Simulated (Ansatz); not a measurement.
Ideal-gas functions of AlF2, SMILES `[F][Al][F]` radical at 800 K and 1 bar, from an Ansatz frequency run at PBE0-D4/def2-TZVP.

Molar mass 64.98 g/mol, point group C2v (symmetry number 2), electronic degeneracy 2, moments of inertia 10.806, 76.985, 87.791 u Å². Harmonic wavenumbers (cm⁻¹, unscaled): 233, 755, 904.

Use S(trans) = R[1.5 ln M + 2.5 ln T − 1.1517]; rotational temperatures θ = 24.2544 K / I; S(rot) = R[ln(√π/σ · √(T³/θAθBθC)) + 1.5]; for each mode x = 1.438777 ν̃/T, S = R[x/(eˣ − 1) − ln(1 − e⁻ˣ)] and H = RT x/(eˣ − 1); 1 cm⁻¹ = 0.0119627 kJ/mol; R = 8.31446 J/(mol·K).

Question: By hand: the entropy, in J/(mol·K).

Answer: Translation 181.4. Rotation: θ = 2.2445, 0.3151, 0.2763 K, giving 101.6. Vibration, mode by mode: 15.61, 6.38, 5.13, in all 27.1. Electronic 5.8. Sum 315.9 J/(mol·K).

Question: By hand: H − E and G − E in kJ/mol, counted from the electronic energy.

Answer: Zero-point energy ½ × 1892 × 0.0119627 = 11.3; thermal vibration 11.1; translation, rotation and pV give 4 RT = 26.6. H − E = 49.0 kJ/mol, and G − E = 49.0 − 800 × 315.9/1000 = -203.7 kJ/mol.

Vibration gives 9 % of the entropy.
